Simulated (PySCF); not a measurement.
Gas-phase thermal properties of Cl2

Energies from PySCF (xtb for GFN2), thermal terms from the rigid-rotor harmonic-oscillator model, ideal gas at 1 bar. 'Table' is the NASA 1993 thermochemical table (part measured, part estimated). 6-31G* has spherical d functions here. All species are closed-shell singlets. B3LYP is the form with VWN-RPA correlation. The harmonic model lacks anharmonicity and excited electronic states, which grow with temperature; levels with a mode under 35 cm⁻¹ are left out.

| level | point group | σ | ZPE (kJ/mol) | S°298 (J/mol/K) | Cp298 (J/mol/K) | S°1000 (J/mol/K) | H1000 − H298 (kJ/mol) |
|---|---|---|---|---|---|---|---|
| table | - | - | - | 223.1 | 33.9 | 266.8 | 25.6 |
| B3LYP/6-31G* | D∞h | 2 | 3.1 | 223.8 | 34.2 | 267.4 | 25.5 |
| GFN2-xTB | D∞h | 2 | 3.0 | 223.7 | 34.3 | 267.3 | 25.5 |
| HF/6-31G* | D∞h | 2 | 3.5 | 222.7 | 33.5 | 265.9 | 25.3 |
| PBE/def2-SVP | D∞h | 2 | 2.9 | 224.2 | 34.5 | 267.9 | 25.5 |
| PBE0/def2-TZVP | D∞h | 2 | 3.4 | 222.8 | 33.6 | 266.0 | 25.3 |
σ: rotational symmetry number. Electronic degeneracy used: 1. Frequencies are unscaled.
